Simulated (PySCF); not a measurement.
**acetophenone: calculation and literature**

Atom-mapped SMILES (the numbers label the heavy atoms): `[CH3:1][C:2](=[O:3])[c:4]1[cH:5][cH:6][cH:7][cH:8][cH:9]1`; H(Xn) means a hydrogen on atom n.

Published estimates (parent shift plus substituent increments) and measurements: δ $^{1}$H H(C5)/H(C9) 7.87; H(C7) 7.47; H(C6)/H(C8) 7.39 ppm (measured; solution, CCl4; Shapiro, Mohrmann, J. Phys. Chem. Ref. Data 1977, 6, 919).
δ $^{13}$C C7 132.9; C5/C9 128.6; C6/C8 128.4; δ $^{1}$H H(C5)/H(C9) 7.96; H(C7) 7.56; H(C6)/H(C8) 7.46 ppm (estimated from measurements, as parent shift plus tabulated substituent increment; solution, not stated per compound (mostly CDCl3 or CCl4); Pretsch, Buehlmann, Badertscher, Structure Determination of Organic Compounds, 4th ed. (2009)).
δ $^{1}$H H(C5)/H(C9) 7.95; H(C7) 7.55; H(C6)/H(C8) 7.45; H(C1) 2.59 ppm (measured; solution, not stated in the table (CDCl3 in this author's series); The use of chemical shift calculations in the conformational analysis of substituted benzenes, New J. Chem. 2019 (ESI)).
δ $^{17}$O O3 548.4 ppm (measured; solution, CH3CN, 313 K; J.-C. Zhuo, Molecules 4 (1999) 320).

Computational details: GFN2-xTB structure, PBE0/pcSseg-1 with gauge-including orbitals, in PySCF 2.14.0 with density-fitted response routines (non-relativistic, single conformer, no solvent model, rapidly exchanging positions averaged).

(1) How close does the calculation come?

(2) How far are the unscaled $^{1}$H shifts from the references?

(3) How far are the unscaled $^{13}$C shifts from the references?

## Answers

(1) 
Reference values: measured (solution, CCl4; Shapiro, Mohrmann, J. Phys. Chem. Ref. Data 1977, 6, 919).
```tsv
atoms	quantity	reference	computed	computed, scaled
H(C5)/H(C9)	δ $^{1}$H	7.87	8.39	8.01
H(C7)	δ $^{1}$H	7.47	7.82	7.46
H(C6)/H(C8)	δ $^{1}$H	7.39	7.77	7.42
```

Reference values: estimated from measurements, as parent shift plus tabulated substituent increment (solution, not stated per compound (mostly CDCl3 or CCl4); Pretsch, Buehlmann, Badertscher, Structure Determination of Organic Compounds, 4th ed. (2009)).
```csv
atoms,quantity,reference,computed,"computed, scaled"
C7,δ $^{13}$C,132.9,139.0,133.3
C5/C9,δ $^{13}$C,128.6,135.1,129.5
C6/C8,δ $^{13}$C,128.4,133.8,128.3
H(C5)/H(C9),δ $^{1}$H,7.96,8.39,8.01
H(C7),δ $^{1}$H,7.56,7.82,7.46
H(C6)/H(C8),δ $^{1}$H,7.46,7.77,7.42
```

Reference values: measured (solution, not stated in the table (CDCl3 in this author's series); The use of chemical shift calculations in the conformational analysis of substituted benzenes, New J. Chem. 2019 (ESI)).
```tsv
atoms	quantity	reference	computed	computed, scaled
H(C5)/H(C9)	δ $^{1}$H	7.95	8.39	8.01
H(C7)	δ $^{1}$H	7.55	7.82	7.46
H(C6)/H(C8)	δ $^{1}$H	7.45	7.77	7.42
H(C1)	δ $^{1}$H	2.59	2.66	2.60
```

Reference values: measured (solution, CH3CN, 313 K; J.-C. Zhuo, Molecules 4 (1999) 320).
```tsv
atoms	quantity	reference	computed	computed, scaled
O3	δ $^{17}$O vs H2O (external)	548.4	–	552.1
```

Computed shifts are σ(ref) − σ with the named reference compound (TMS for H and C) calculated as an isolated molecule at the same level. The measured values may be among those fitted. Empirical linear scaling, fitted to shifts measured mostly in CDCl3 for H and C (δ vs TMS): $^{1}$H: δ = 30.01 − 0.943σ (rms 0.17 ppm, 504 shifts, 0.18 ppm with the 4 outliers that the fit left out); $^{13}$C: δ = 179.97 − 0.974σ (rms 2.1 ppm, 958 shifts, 2.3 ppm with the 13 outliers that the fit left out); $^{17}$O: δ = 266.70 − 0.911σ (rms 10.7 ppm, 155 shifts, 12.2 ppm with the 3 outliers that the fit left out vs liquid water, solution or neat liquid). Occasional misses reach two or three times the rms, and more in compound classes unlike the fitted ones.

(2) Mean signed difference +0.34 ppm, mean absolute 0.34 ppm over 10 comparisons; the largest is +0.52 ppm at H(C5)/H(C9) (hydrogen on an aromatic CH).

(3) Mean signed difference +6.00 ppm, mean absolute 6.00 ppm over 3 comparisons; the largest is +6.5 ppm at C5/C9 (aromatic CH).

14 of the 21 published NMR values on file for this molecule are compared. The rest: values from further sources.
